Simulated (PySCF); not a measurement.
Induced dipoles and field energies

H4OSi.
Numbering: `[OH:1][SiH3:2]` (hydrogens: H3 on O1; H4, H5, H6 on Si2)

Geometry (GFN2-xTB, Å), atoms numbered from 1 in this order:
```xyz
6
H4OSi angstrom
O      1.1086   -0.1770    0.4821
Si    -0.4240    0.0496   -0.0086
H      1.8408   -0.1964   -0.1272
H     -0.8264   -1.0169   -0.9280
H     -0.5536    1.3372   -0.6938
H     -1.1423    0.0054    1.2540
```

Level: CAM-B3LYP/def2-SVPD (PySCF); nuclei fixed, core orbitals frozen in the response. Permanent dipole (0.378, 0.092, -1.257) D (1 au = 2.5417 D). Static polarisability (au):

```
x   32.46 -0.10 -0.01
y   -0.10 31.58 -0.05
z   -0.01 -0.05 32.04
```

Only the terms in μ and α are kept: μ(F) = μ + αF and ΔE = −μ·F − ½ F·αF.

(1) A field of 0.002 au (0.103 V/Å) is applied along each axis in both senses. Find the induced dipole, the size of the total dipole and the two energy terms.

(2) For the field (0.0014, -0.0012, -0.0004) au, what is the induced dipole, and what angle does it make with the field?

(3) At what field along the permanent dipole would the induced dipole along it equal the permanent one, in this linear picture?

(4) What field makes μF equal to kT at 100 K?

(5) Induction energy −ᾱe²/2R⁴ of a unit charge at 9 Å, the molecule taken as a point?

Results:

(1) 
| field along | induced x (D) | induced y (D) | induced z (D) | total size (D) | −μ·F (kJ/mol) | −½F·αF (kJ/mol) |
| --- | --- | --- | --- | --- | --- | --- |
| +x | 0.165 | -0.001 | 0.000 | 1.372 | -0.781 | -0.170 |
| −x | -0.165 | 0.001 | 0.000 | 1.278 | +0.781 | -0.170 |
| +y | -0.001 | 0.161 | 0.000 | 1.337 | -0.190 | -0.166 |
| −y | 0.001 | -0.161 | 0.000 | 1.314 | +0.190 | -0.166 |
| +z | 0.000 | 0.000 | 0.163 | 1.161 | +2.597 | -0.168 |
| −z | 0.000 | 0.000 | -0.163 | 1.472 | -2.597 | -0.168 |

(2) αF = (0.116, -0.097, -0.032) D, at 0.8° to the field. The polarisability along this direction, F·αF/F², is 32.17 au, against a mean of 32.03 au.

(3) The polarisability along the dipole is 32.08 au, so F = 0.5177 au / 32.08 au = 0.0161 au = 0.83 V/Å; higher-order terms are ignored.

(4) kT = 0.3167 × 10⁻³ Eh, so F = 0.000612 au = 3.15 MV/cm.

(5) R = 17.01 bohr, so the energy is −32.0/(2 × 17.01⁴) Eh = -0.502 kJ/mol. The charge–dipole term at its most favourable orientation, −μe/R², is -4.7 kJ/mol.

Geometry: GFN2-xTB; no solvent, vibrations or thermal averaging.
